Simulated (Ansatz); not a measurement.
# Pulling the pair apart

The pair of NH4⁺ (SMILES [NH4+], atoms 1–5) and C2H2 (SMILES C#C, atoms 6–9), both closed shells, in one local arrangement (a lower one may exist), relaxed at PBE0-D4/def2-TZVP:

N1  (0.065, 0.074, -1.392)
H2  (1.008, -0.172, -1.699)
H3  (-0.606, -0.575, -1.806)
H4  (-0.154, 1.022, -1.702)
H5  (0.009, 0.021, -0.343)
C6  (-0.192, -0.679, 1.664)
C7  (0.034, 0.498, 1.739)
H8  (-0.395, -1.729, 1.666)
H9  (0.231, 1.540, 1.873)
(Å)

C2H2 is shifted rigidly along the line between the mean atom positions of the two fragments (negative: closer). Counterpoise interaction energies in kJ/mol. Computed with Ansatz 0.2.0 (basis: def2-TZVPPD); correlated methods freeze the cores. B3LYP uses VWN-RPA correlation.

| shift (Å) | r2SCAN-D4 | B3LYP-D4 | HF |
| --- | --- | --- | --- |
| -0.21 | -48.2 | -46.1 | -25.2 |
| -0.11 | -52.3 | -51.0 | -33.1 |
| 0.00 | -53.5 | -52.8 | -37.6 |
| 0.11 | -52.7 | -52.4 | -39.6 |
| 0.26 | -49.7 | -49.7 | -39.7 |
| 0.53 | -41.6 | -41.8 | -35.8 |
| 1.07 | -26.9 | -27.0 | -25.3 |
| 2.14 | -11.8 | -11.5 | -12.1 |

Q: What does CCSD(T) give at these shifts? (An estimate is asked for; the value comes from the calculation.)

A: Computed: -39.0, -44.2, -46.4, -46.4, -44.4, -37.7, -24.9, -11.3 kJ/mol. For zero shift, CCSD(T) at an estimated basis limit (MP2 extrapolated from triple and quadruple zeta, plus CCSD(T) − MP2 in triple zeta) gives -48.7 kJ/mol. These are counterpoise interaction energies, counted from the two frozen fragments.

No T1 diagnostic of these runs exceeds 0.011.

For scale, one of the runs: CCSD(T)/def2-TZVPPD, 213 basis functions, launched by `ansatz run in.yaml --threads 2 --pin off --events-out ev --progress --plain --max-ram 5222MiB`. The run took 55 s on 2 CPU threads of an Arm Neoverse V1 (shared host), with 3.1 GiB of host memory at its peak.
